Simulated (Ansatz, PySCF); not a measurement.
Dissociation curve of N2, singlet. Each curve is given relative to its own lowest point near equilibrium.

| R / Å | A | B | C |
|---|---|---|---|
| 0.88 | 225.7 | 225.7 | 230.3 |
| 0.93 | 116.7 | 116.7 | 121.0 |
| 0.98 | 50.2 | 50.2 | 53.6 |
| 1.03 | 14.4 | 14.4 | 16.6 |
| 1.07 | 2.0 | 2.0 | 3.0 |
| 1.09 | 0.0 | 0.0 | 0.3 |
| 1.11 | 0.3 | 0.3 | 0.0 |
| 1.15 | 6.9 | 6.8 | 5.0 |
| 1.20 | 23.7 | 23.1 | 19.4 |
| 1.28 | 62.5 | 61.2 | 54.5 |
| 1.36 | 108.4 | 106.8 | 97.0 |
| 1.46 | 166.0 | 166.2 | 153.1 |
| 1.64 | 248.1 | 254.4 | 243.0 |
| 1.78 | 288.0 | — | 289.7 |
| 1.95 | 314.8 | — | 327.9 |
| 2.20 | 328.6 | — | 359.8 |
| 2.41 | 331.1 | — | 372.7 |
| 2.68 | 331.7 | — | 380.4 |
| 2.97 | 332.0 | — | 383.9 |
| 3.22 | 332.1 | — | 385.3 |
| 3.82 | 332.5 | — | 386.5 |
| 4.41 | 332.6 | — | 386.8 |

Energies in mEh.

Question: Assign the columns to these levels of theory: CCSD on RHF/aug-cc-pVTZ, frozen core (Ansatz, an electronic-structure program); CCSD on UHF/aug-cc-pVTZ, frozen core (Ansatz); unrestricted PBE/aug-cc-pVTZ run with PySCF.

Answer: A is UCCSD; B is RCCSD; C is UKS-PBE.

A dash means that the run gave no value there, or that the column was ended at a point which the program doubted or which failed a test of continuity chosen for this set; such a test can also cut sound points.

The T1 diagnostic of CCSD on the restricted reference of RCCSD exceeds 0.045 at 1.64 to 1.95, 3.22 to 4.41 Å. The unrestricted solution behind UCCSD changes between 1.20 and 1.28 Å and between 1.46 and 1.64 Å, which can leave a kink. The unrestricted determinant behind UCCSD is spin-contaminated at 1.15 to 4.41 Å (<S²> up to 3.0, against 0.00 for a pure singlet). The unrestricted solution behind UKS-PBE changes between 1.64 and 1.78 Å and between 1.78 and 1.95 Å and between 1.95 and 2.20 Å, which can leave a kink. The unrestricted determinant behind UKS-PBE is spin-contaminated at 1.64 to 4.41 Å (<S²> up to 3.0, against 0.00 for a pure singlet).
